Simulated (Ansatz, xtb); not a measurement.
## BH6SSi+: which of two structures lies lower

Structure X: a singlet given by its coordinates. Structure Y: `B[SiH2][SH2+]`, a singlet. Both are isolated ions in the gas phase, relaxed with PBE-D3(BJ)/def2-SVP; the shapes shown needn't be the lowest conformers.

X (Å):

```json
{"atom": "B", "x (Å)": "0.0498", "y (Å)": "-1.2756", "z (Å)": "0.1774"}
{"atom": "S", "x (Å)": "-0.2049", "y (Å)": "0.1330", "z (Å)": "1.4674"}
{"atom": "Si", "x (Å)": "-0.2425", "y (Å)": "-1.1468", "z (Å)": "-1.6985"}
{"atom": "H", "x (Å)": "-0.2027", "y (Å)": "-2.4029", "z (Å)": "-2.5094"}
{"atom": "H", "x (Å)": "-1.0889", "y (Å)": "-0.0636", "z (Å)": "-2.3002"}
{"atom": "H", "x (Å)": "-1.1534", "y (Å)": "-1.7052", "z (Å)": "-0.1533"}
{"atom": "H", "x (Å)": "0.6617", "y (Å)": "-2.1843", "z (Å)": "0.6879"}
{"atom": "H", "x (Å)": "1.1145", "y (Å)": "0.3735", "z (Å)": "1.7440"}
{"atom": "H", "x (Å)": "-0.3429", "y (Å)": "1.2687", "z (Å)": "0.7106"}
```

Close contacts (Å): B1–S2 1.93, B1–Si3 1.90, B1–H6 1.32, B1–H7 1.21, S2–H8 1.37, S2–H9 1.37, Si3–H4 1.50, Si3–H5 1.50, Si3–H6 1.88.

Y (Å):

```xyz
9

B     0.0496   -1.5997   -1.8444
S     0.7195    0.4420    0.9356
Si   -0.8912   -0.8174   -0.2436
H     1.2336   -1.4548   -2.0478
H    -0.6467   -2.2365   -2.6042
H    -1.3798   -1.7619    0.8133
H    -1.8483    0.3082   -0.4956
H     0.0122    0.6880    2.0841
H     1.4253   -0.5933    1.4899
```

Q: Estimate which is lower in electronic energy at CCSD(T)/def2-TZVP, and by roughly how much.

A: The CCSD(T)/def2-TZVP calculation puts structure Y lower, by 2.0 kcal/mol.

How the difference moves with the method:

```csv
level,geometry,E(Y) − E(X) (kcal/mol),departure from the last row (kcal/mol),"job, with rough time for the two"
GFN2-xTB,GFN2-xTB,+9.8,+11.8,"optimisation, 0.23 s"
HF/STO-3G,GFN2-xTB,−2.4,−0.3,"single point, 0.28 s"
r2SCAN-D4/def2-SVP,GFN2-xTB,+0.6,+2.6,"single point, 4.3 s"
PBE-D3(BJ)/def2-SVP,PBE-D3(BJ)/def2-SVP,+4.4,+6.4,"optimisation, 56 s"
HF/def2-TZVP,PBE-D3(BJ)/def2-SVP,−13.5,−11.4,part of the CCSD(T) run
MP2/def2-TZVP,PBE-D3(BJ)/def2-SVP,−0.9,+1.2,part of the CCSD(T) run
CCSD(T)/def2-TZVP,PBE-D3(BJ)/def2-SVP,−2.0,,"single point, 37 s"
```

GFN2-xTB, r2SCAN-D4/def2-SVP, PBE-D3(BJ)/def2-SVP put the two in the other order. The largest departure from CCSD(T)/def2-TZVP is that of GFN2-xTB, 11.8 kcal/mol.

With harmonic frequencies from PBE-D3(BJ)/def2-SVP (ideal gas, rigid rotor, one conformer each, 1000 K, 1 atm): on the last row, ΔE + ΔZPE = −2.6, ΔH = −1.7, ΔG = −6.1 kcal/mol.

The correlated steps freeze 11 core orbitals. Run with Ansatz 0.2.0, xtb 6.7.1; the last row on 1 thread of Arm Neoverse V1 on a shared host.
